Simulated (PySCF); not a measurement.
Compound: C4H6Cl (doublet state).
Bonds: Cl1–C2, C2–C3, C3–C4, C4–C5, C2–C5. Hydrogens: H6 on C2; H7, H8 on C3; H9 on C4; H10, H11 on C5.

As a line formula: `ClC1C[CH]C1` [radical].

Computed, not measured: UKS B3LYP, pcH-1 on C Cl H, non-relativistic, mean-field spin-orbit, GIAO in PySCF. Geometry: GFN2-xTB; no solvent, vibrations or thermal averaging. Couplings are sensitive to structure, and on GFN2-xTB geometries they can be far from those on DFT ones. Stability of the SCF solution: not tested.

Problem. The isotropic 13C couplings, averaged over equivalent nuclei, are +106.3, -34.9, +19.5 MHz. Assign them to C2; C3/C5; C4.

Solution. 
| site | a_iso (MHz) | ρ(0) (bohr⁻³) | position | distance from C4 (Å) | spin population | largest \|T\| (MHz) |
| --- | --- | --- | --- | --- | --- | --- |
| C2 | +19.5 | +0.0173 | 2 bonds from C4 | 2.09 | +0.01 | 2.7 |
| C3/C5 | -34.9 | -0.0310 | 1 bond from C4 | 1.48 | -0.09 | 2.9 |
| C4 | +106.3 | +0.0947 | largest spin population | 0.00 | +1.01 | 160.2 |

Problem. Match the computed a_iso(1H) values +136.9, +97.3, -61.4, -3.8 MHz (means over equivalent nuclei) with the sites H6; H7/H11; H8/H10; H9.

Solution. 
| site | a_iso (MHz) | ρ(0) (bohr⁻³) | position | distance from C4 (Å) | bound to | spin population there | largest \|T\| (MHz) |
| --- | --- | --- | --- | --- | --- | --- | --- |
| H6 | -3.8 | -0.0009 | γ, 3 bonds from C4 | 2.81 | C2 | +0.01 | 5.5 |
| H7/H11 | +136.9 | +0.0306 | β, 2 bonds from C4 | 2.18 | C3/C5 | -0.09 | 9.1 |
| H8/H10 | +97.3 | +0.0218 | β, 2 bonds from C4 | 2.21 | C3/C5 | -0.09 | 7.8 |
| H9 | -61.4 | -0.0137 | α, 1 bond from C4 | 1.07 | C4 | +1.01 | 38.7 |

ρ(0) is the spin density at the nucleus and T the dipolar tensor; a_iso includes a spin–orbit part; entries for several nuclei are means. Largest spin populations (Mulliken): C4 (+1.01), C5 (-0.09) and C3 (-0.09). No atom but C4 exceeds +0.15. The positive populations add up to 1.22 and the negative ones to -0.22, together 2S = 1. The angles at C4 add up to 357.6°, so it is nearly planar; its axial dipolar tensor and the negative coupling of its proton fit spin in a p orbital normal to that plane.

Examples of negative spin density at the nucleus (bohr⁻³): C3/C5 (-0.0310), H9 (-0.0137) and Cl1 (-0.0039).

Nuclei that the bonding pattern makes equivalent are averaged, as if the motion that swaps them (rotation, inversion, ring flip) were fast.
